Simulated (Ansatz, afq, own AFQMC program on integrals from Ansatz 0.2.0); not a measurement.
Atomization energy of AlH, triplet, worked out

```yaml
atoms:
  - { symbol: Al, position_ang: [0.0000, 0.0000, 0.0000] }
  - { symbol: H, position_ang: [0.0000, 0.0000, 1.6045] }
```

Basis cc-pVTZ. Only valence electrons are correlated. Ansatz 0.2.0 and our own AFQMC program on the same integrals; the CISD trial comes from CCSD amplitudes, and released means the phaseless constraint is let go. ± is one standard error of the sampling.

Total energies in eV. CBS is CCSD(T) at the limit of def2-TZVPP/QZVPP (extrapolated itself); the highest rung of each member is named.

Cautions: AlH (triplet): another spin lies lower.

| member | count | CCSD(T)/cc-pVTZ | highest rung in cc-pVTZ | which | CCSD(T)/CBS |
| --- | --- | --- | --- | --- | --- |
| Al (doublet) | +1 | -6583.2834 | -6583.2963 | FCI | -6583.4221 |
| H (doublet) | +1 | -13.6005 | -13.6005 | FCI | -13.6059 |
| AlH, triplet | -1 | -6598.1246 | -6598.1408 | FCI | -6598.3444 |

Question: Work out the best estimate of the atomization energy: the CCSD(T)/CBS difference plus the step from CCSD(T) to the highest rung.

Answer: Sums with the counts: CCSD(T)/CBS 1.3164 eV, highest rung 1.2440 eV, CCSD(T)/cc-pVTZ 1.2407 eV. The step is 1.2440 − 1.2407 = 0.0033 eV, so the best estimate is 1.3164 + (0.0033) = 1.3197 eV. The basis set is worth 0.076 eV of it. Zero-point, core-correlation and spin–orbit terms aren't in it. Past Ne the Hartree–Fock part of each CBS total tends to overshoot, since the cores don't follow the formula; that largely cancels in the difference.

Best estimates are given only where the step beyond CCSD(T) is under 0.3 eV and no member's determinant is very poor (T1 over 0.05, or 0.07 for open shells, ⟨S²⟩ too high by 0.3, two states mixed), so the hardest cases are missing from such tables.

Each member of a difference takes its own highest rung, so a best estimate needn't equal the limit plus the step of one row.
